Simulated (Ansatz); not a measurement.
**RPA@PBE/STO-3G run of BNH6 (B(NH3)H3)**

Aim: the vertical electron affinity of BNH6 (B(NH3)H3) at RPA@PBE/STO-3G, from 2 runs. 

The calculation is run with Ansatz 0.2.0.

57 further runs of the same task are left out: 57 set aside as unsound or not needed.

## (1) The system as given

BNH6 has 8 atoms, charge 0, and is taken as a singlet. SMILES: `[H]B([H])([H])<-N`. The shape is that of a GFN2-xTB optimisation.

Bond lengths: B1–N2 1.659 Å, N2–H3 1.013 Å, N2–H4 1.013 Å, N2–H5 1.013 Å, B1–H6 1.191 Å, B1–H7 1.191 Å, B1–H8 1.190 Å. Some angles: B1–N2–H3 108.6°, B1–N2–H4 108.6°, B1–N2–H5 108.6°, N2–B1–H6 105.5°, N2–B1–H7 105.6°, N2–B1–H8 105.6°, H3–N2–H4 110.3°, H3–N2–H5 110.4°, H4–N2–H5 110.3°, H6–B1–H7 113.1°.

## (2) A single-point energy at RPA@PBE/STO-3G

File input.yaml:

```yaml
crystal:
  periodic: [false, false, false]
  atoms:
    - {symbol: B, position_ang: [-0.002200, 0.002970, -0.830690]}
    - {symbol: "N", position_ang: [0.002130, -0.003040, 0.827960]}
    - {symbol: H, position_ang: [-0.956060, 0.034440, 1.153510]}
    - {symbol: H, position_ang: [0.515830, 0.807160, 1.152720]}
    - {symbol: H, position_ang: [0.449590, -0.854150, 1.146140]}
    - {symbol: H, position_ang: [1.143350, -0.032090, -1.152840]}
    - {symbol: H, position_ang: [-0.545010, 1.015160, -1.144860]}
    - {symbol: H, position_ang: [-0.607620, -0.970450, -1.151930]}
basis:
  gaussian:
    orbitals: STO-3G
accuracy: high
hamiltonian:
  xc: {name: PBE}
correlation:
  method: rpa
  frozen_orbitals: {B: 1, H: 0, "N": 1}
```

On the command line:

```
$ ansatz run input.yaml --threads 1 --pin off --max-ram 2610MiB --events-out events.jsonl --progress --plain --runs-dir runs
```

The program printed:

```text
Warning: RAYON_NUM_THREADS=1 ignored (pool sized by the plan → 1); use --threads N
Functional definition: PBE
  name "PBE"
  parameter kappa = 0.804
  parameter beta = 0.06672455060314922
  exchange = pbe_x(kappa = kappa, mu = beta*pi^2/3)
  correlation = pbe_c(beta = beta)
276 factors; integrals over basis functions are off by at most 1.2e-8 eV
mean field evaluation 1: about -2231.8308 eV, gradient 1.0e1 eV
mean field evaluation 2: about -2231.7569 eV, gradient 1.0e1 eV
mean field evaluation 4: about -2232.2111 eV, gradient 2.4e0 eV
mean field evaluation 8: about -2232.2254 eV, gradient 1.3e-3 eV
mean field evaluation 16: about -2232.2254 eV, gradient 6.0e-9 eV
mean field -2232.22539606 eV, -82.0327702485 hartree, gradient 6.0e-9 eV, S^2 0.000000; 0 other end points of the search recorded, 0 dependent functions left out
2 core orbitals not correlated: weight in the atoms' cores, before any rotation towards them, 1.000 or more for the frozen orbitals, at most 0.000 for the correlated occupied ones
reference -2220.20814007 eV, -81.5911442363 hartree; 7, 7 occupied and 7, 7 virtual orbitals, 276 factors
Total energy: -2225.88737864 eV, -81.7998524043 hartree
```

It took 1.7 s on 1 thread of Arm Neoverse V1, shared host; peak memory 0.099 GiB.

## (3) The doublet anion at the same level

File job.yaml:

```yaml
crystal:
  periodic: [false, false, false]
  atoms:
    - {symbol: B, position_ang: [-0.002200, 0.002970, -0.830690]}
    - {symbol: N, position_ang: [0.002130, -0.003040, 0.827960]}
    - {symbol: H, position_ang: [-0.956060, 0.034440, 1.153510]}
    - {symbol: H, position_ang: [0.515830, 0.807160, 1.152720]}
    - {symbol: H, position_ang: [0.449590, -0.854150, 1.146140]}
    - {symbol: H, position_ang: [1.143350, -0.032090, -1.152840]}
    - {symbol: H, position_ang: [-0.545010, 1.015160, -1.144860]}
    - {symbol: H, position_ang: [-0.607620, -0.970450, -1.151930]}
basis:
  gaussian: {orbitals: STO-3G}
total_charge: -1
magnetization: {spin_polarized: true, initial_magnetization: 1}
hamiltonian: {xc: {name: PBE}}
correlation: {method: rpa, frozen_orbitals: {B: 1, H: 0, "N": 1}}
accuracy: high
```

On the command line:

```
$ ansatz run job.yaml --threads 1 --pin off --max-ram 2610MiB --events-out events.jsonl --progress --plain --runs-dir runs
```

The program printed (excerpt; [...] marks lines left out):

```text
Warning: RAYON_NUM_THREADS=1 ignored (pool sized by the plan → 1); use --threads N
[... 6 set-up lines as earlier in the session ...]
276 factors; integrals over basis functions are off by at most 1.2e-8 eV
mean field evaluation 1: about -2217.2184 eV, gradient 2.0e1 eV
mean field evaluation 2: about -2217.1755 eV, gradient 2.0e1 eV
mean field evaluation 4: about -2221.1668 eV, gradient 3.5e0 eV
mean field evaluation 8: about -2221.3454 eV, gradient 1.4e-1 eV
mean field evaluation 16: about -2221.3461 eV, gradient 1.5e-4 eV
mean field -2221.34608088 eV, -81.6329627897 hartree, gradient 1.3e-8 eV, S^2 0.750806; 1 other end points of the search recorded, 0 dependent functions left out
2 core orbitals not correlated: weight in the atoms' cores, before any rotation towards them, 1.000 or more for the frozen orbitals, at most 0.000 for the correlated occupied ones
reference -2206.70371532 eV, -81.0948657804 hartree; 8, 7 occupied and 6, 7 virtual orbitals, 276 factors
Total energy: -2213.51202238 eV, -81.3450664501 hartree
```

It took 2.9 s on 1 thread of Arm Neoverse V1, shared host; peak memory 0.14 GiB.

## (4) Results

Level: RPA@PBE/STO-3G, 2 core orbitals frozen.

```
                                         quantity         value
                       singlet BNH6: total energy  -81.79985 Eh
   singlet BNH6: RPA correlation energy (valence)    -208.7 mEh
                      doublet anion: total energy  -81.34507 Eh
  doublet anion: RPA correlation energy (valence)    -250.2 mEh
 doublet anion: ⟨S²⟩ of the reference determinant         0.751
vertical electron affinity (to the doublet anion)    -12.375 eV
```

What this shows: The anion lies 12.38 eV (285 kcal/mol) above the neutral: the electron isn't bound at this level, and such a value depends on the basis. Without diffuse functions anions come out too high. In a minimal basis such a difference can be off by several eV, whatever the method.
